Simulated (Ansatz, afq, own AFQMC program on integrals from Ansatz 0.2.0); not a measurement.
Integrals from Ansatz 0.2.0, then the random walk in our own AFQMC program (afq).

```yaml
crystal:
  periodic: [false, false, false]
  atoms:
    - {symbol: H, position_ang: [0.000000, 0.000000, -0.861333]}
    - {symbol: H, position_ang: [0.000000, 0.000000, 0.010667]}
    - {symbol: H, position_ang: [0.000000, 0.000000, 0.850667]}
basis:
  gaussian: {orbitals: cc-pVTZ}
magnetization: {spin_polarized: true, initial_magnetization: 1}
correlation: {method: ccsd_t, electrons: outside_noble_gas, hamiltonian_folder: ham}
```

```sh
$ ansatz run in.yaml --threads 1 --pin off --events-out ev --progress --plain --max-ram 15360MiB --backend cuda --devices 0, --max-vram 18GiB
```

afq runs on the folder ham with

```
--method phaseless --trial cisd --walkers 4000 --populations 20 --least-time 60 --time-step 0.005 --steps-per-block 50 --equilibration-blocks 28 --max-blocks 4000 --target-error 0.00011 --factor-cut 1e-05 --start spin_pure --seed 8314 --release-times 0.24,0.51,0.99,1.62,2.4 --release-step 0.03 --release-every 3 --taylor-order 6
```

Times are imaginary, in 1/Eh. The walk had a cap of 126 s. With eight or more populations the least sampling time is a fifth of least-time, and the error comes from their spread.

Output of the walk:

```
orbitals 42  electrons 2 1  factors 213 of 213
reference energy -1.60086567 Eh
CCSD correlation -0.05121800 Eh in 9 cycles, weight of the determinant in the CISD state 0.9721
energy of the start -1.652048 Eh
 block  time / (1/Eh)  mean weight  energy / Eh
     1     0.250  0.9999  -1.652136
     2     0.500  1.0000  -1.652255
     3     0.750  0.9998  -1.652363
     4     1.000  0.9999  -1.652423
     5     1.250  1.0000  -1.652460
    10     2.500  0.9998  -1.652585
    15     3.750  1.0001  -1.652602
    20     5.000  1.0000  -1.652643
    25     6.250  1.0000  -1.652607
    30     7.500  1.0002  -1.652636
    35     8.750  1.0000  -1.652623
    40    10.000  0.9999  -1.652605
    45    11.250  1.0001  -1.652631
    50    12.500  0.9999  -1.652653
    55    13.750  1.0000  -1.652617
    60    15.000  1.0000  -1.652620
    62    15.500  1.0000  -1.652666
    65    16.250  1.0001  -1.652633
    68    17.000  1.0000  -1.652587
    70    17.500  1.0000  -1.652591
    75    18.750  1.0000  -1.652652
    78    19.500  1.0000  -1.652600
error from the spread of 20 populations
released: time / (1/Eh)  energy / Eh  error  mean overlap
  0.24  -1.652632  0.000006  0.9986
  0.51  -1.652635  0.000003  0.9971
  0.99  -1.652647  0.000004  0.9934
  1.62  -1.652643  0.000005  0.9933
  2.40  -1.652645  0.000005  0.9886
energy -1.652627 +/- 0.000006 Eh
(rows thinned)
```

The run passed its tests (sampling time, drift between the halves within three errors, error under three times the target), which doesn't prove that it has relaxed.

Against this walk (error 0.2 meV) on the same determinant: CCSD(T) 2.5 meV higher, full CI 0.5 meV lower. The error is statistical and leaves out the bias of the constraint. Released to 2.40 1/Eh the energy lies 0.50 ± 0.21 meV (both errors) below the phaseless value, which shows part or all of the bias of the constraint, and full CI lies 0.0 meV below the released value.

Cautions: constraint bias not in the error.

The walk took 46 s on 1 × NVIDIA H100 80GB HBM3 with 2 threads of AMD EPYC 7R13 Processor (Zen 3) (shared host) (the card was shared). The log's last line is the phaseless energy.

A walk keeps the symmetry of its determinant, which the program's search chose and which needn't be the lowest solution, so a lower state of the same spin and another symmetry isn't excluded.
